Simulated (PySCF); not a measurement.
**Neon: a sound run and one with changed settings**

Sound run: Ne [Ne], Ne⁺ [He] 2s2 2p5. Computed with PySCF 2.14 in aug-cc-pVDZ, with the non-relativistic Hamiltonian (point nucleus). In the sound run the correlated levels freeze 1s2. The sound run starts from symmetry-adapted Hartree-Fock orbitals and uses a fine grid where one is needed.

Changed run: initial guess atom, at most 50 SCF cycles, level shift 10.0 hartree.

```json
{"species": "Ne", "method": "UHF", "sound run (hartree)": "-128.49635", "changed run (hartree)": "-128.49635", "converged": "yes"}
{"species": "Ne", "method": "r2SCAN", "sound run (hartree)": "-128.88143", "changed run (hartree)": "-128.88143", "converged": "no"}
{"species": "Ne", "method": "BP86", "sound run (hartree)": "-128.92198", "changed run (hartree)": "-128.92198", "converged": "no"}
{"species": "Ne", "method": "MP2", "sound run (hartree)": "-128.70322", "changed run (hartree)": "-128.55117", "converged": "yes"}
{"species": "Ne", "method": "CCSD(T)", "sound run (hartree)": "-128.70929", "changed run (hartree)": "-128.70929", "converged": "yes"}
{"species": "Ne⁺", "method": "UHF", "sound run (hartree)": "-127.76688", "changed run (hartree)": "-127.76688", "converged": "no"}
{"species": "Ne⁺", "method": "r2SCAN", "sound run (hartree)": "-128.08654", "changed run (hartree)": "-128.08654", "converged": "no"}
{"species": "Ne⁺", "method": "BP86", "sound run (hartree)": "-128.11850", "changed run (hartree)": "-128.11850", "converged": "no"}
```

A level shift leaves the converged SCF energy unchanged but raises the virtual orbital energies, which shrinks MP2 if it is not removed.
